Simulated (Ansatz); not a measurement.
Start from `C/N=C(\C)O` and change one atom or group to get `C/N=C(\C)N`.

Ansatz, PBE0-D4/def2-TZVP geometries, multiplicity 1. Each molecule was computed in one conformer, which needn't be the lowest.

```json
{"property": "HOMO–LUMO gap (B3LYP/def2-TZVPP) / eV", "`C/N=C(\\C)O`": "7.52"}
{"property": "LUMO energy (B3LYP/def2-TZVPP) / eV", "`C/N=C(\\C)O`": "0.43"}
{"property": "HOMO energy (ωB97M-V/def2-TZVPP) / eV", "`C/N=C(\\C)O`": "-9.60"}
{"property": "size of the dipole moment (B3LYP/def2-TZVPP) / D", "`C/N=C(\\C)O`": "1.34"}
{"property": "HOMO–LUMO gap (ωB97M-V/def2-TZVPP) / eV", "`C/N=C(\\C)O`": "12.15"}
{"property": "HOMO–LUMO gap (PBE0/def2-TZVPP) / eV", "`C/N=C(\\C)O`": "8.02"}
```

(1) What does the change do to each property? (Best estimate.)

Results:

(1) Computed: 
| property | `C/N=C(\C)N` | shift |
| --- | --- | --- |
| HOMO–LUMO gap (B3LYP/def2-TZVPP) / eV | 6.87 | -0.65 |
| LUMO energy (B3LYP/def2-TZVPP) / eV | 0.62 | 0.19 |
| HOMO energy (ωB97M-V/def2-TZVPP) / eV | -8.71 | 0.89 |
| size of the dipole moment (B3LYP/def2-TZVPP) / D | 2.46 | 1.12 |
| HOMO–LUMO gap (ωB97M-V/def2-TZVPP) / eV | 11.12 | -1.03 |
| HOMO–LUMO gap (PBE0/def2-TZVPP) / eV | 7.39 | -0.63 |

With PBE0 the HOMO rises by 0.84 eV and the LUMO rises by 0.23 eV, so the gap narrows by about 0.61 eV. PBE moves the HOMO by 0.64 eV and ωB97M-V by 0.89 eV. Dipoles are sizes alone; their direction can turn.

B3LYP here is the variant with VWN-RPA as its local correlation; programs differ in this.
